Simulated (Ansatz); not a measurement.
# SiClO (doublet): geometry optimisation

Where does this start of SiClO (doublet) end when it is relaxed?

Computed with Ansatz 0.2.0, Gaussian basis. Level: UKS PBE0/def2-TZVP.

**1. Where the work starts**

3 atoms, charge 0, spin multiplicity 2.

Atoms are counted from 1 here; the program's logs count them from 0.

Bond lengths: O2–Si3 1.506 Å.

Coordinates:

```xyz
3
charge 0, multiplicity 2
Cl    0.0000    0.0000   -2.0424
O     0.0000    0.0000    0.2683
Si    0.0000    0.0000    1.7740
```

The start was built by rule and, where that kept it together, relaxed with GFN2-xTB. Sticks and bond lists go by distance. 

**2. The run**

in.yaml reads:

```yaml
crystal:
  periodic: [false, false, false]
  atoms:
    - {symbol: Cl, position_ang: [0.000000, 0.000000, -2.042360]}
    - {symbol: O, position_ang: [0.000000, 0.000000, 0.268315]}
    - {symbol: Si, position_ang: [0.000000, 0.000000, 1.774046]}
basis:
  gaussian: {orbitals: def2-TZVP}
magnetization: {spin_polarized: true, initial_magnetization: 1}
hamiltonian: {xc: pbe0}
relax: {f_tol: 0.004, max_steps: 80}
```

Command:

```console
$ ansatz run in.yaml --threads 1 --pin off --events-out ev --progress --plain --max-ram 2176MiB
```

What does the calculation give? Wanted: energy gained; shift from the start; total energy; dipole moment; ⟨S²⟩.

**Answer**, as computed:

| quantity | value |
| --- | --- |
| steps | 6 |
| energy gained | 0.042 eV |
| shift from the start (rms) | 0.100 Å |
| total energy | -22437.4961 eV |
| dipole moment | 4.80 D |
| ⟨S²⟩ | 0.754 |

In words: The bonds of the start are those of the end. O2–Si3 went from 1.506 to 1.510 Å. No vibrations were run, so this is a stationary point, not a proven minimum, and this spin need not be the ground state's.
